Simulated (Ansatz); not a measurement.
System: CHN, charge 0, singlet. CHN (methanidylidyneazanium, SMILES [C-]#[NH+]).
B3LYP-D3(BJ)/def2-TZVP minimum from Ansatz (a quantum-chemistry and plane-wave program):
```
N
C 1 1.1640
H 1 0.9974 2 180.00
```

Hartree-Fock and CCSD correlation energies in hartree (Ansatz). UHF or UKS for unpaired electrons; spin-orbit terms are left out. Cores are frozen in correlated methods. No relativity.

```
basis    X      E(HF)  E(corr, CCSD)
-------  -  ---------  -------------
cc-pVTZ  3  -92.89264       -0.34139
cc-pVQZ  4  -92.89921       -0.35971
cc-pV5Z  5  -92.90059       withheld
```

Q: Fit E(corr) = E∞ + A/X³ to X = 3 and 4, predict X = 5, and compare with the run.

A: A = (-0.34139 - (-0.35971))/(1/27 - 1/64) = 0.8556; E∞ = -0.35971 - A/64 = -0.37308; at X = 5, E∞ + A/125 = -0.36623. The run gave -0.36579, 0.44 mEh above the prediction. The same form on X = 4 and 5 gives E∞ = -0.37217, 0.91 mEh above the first estimate.
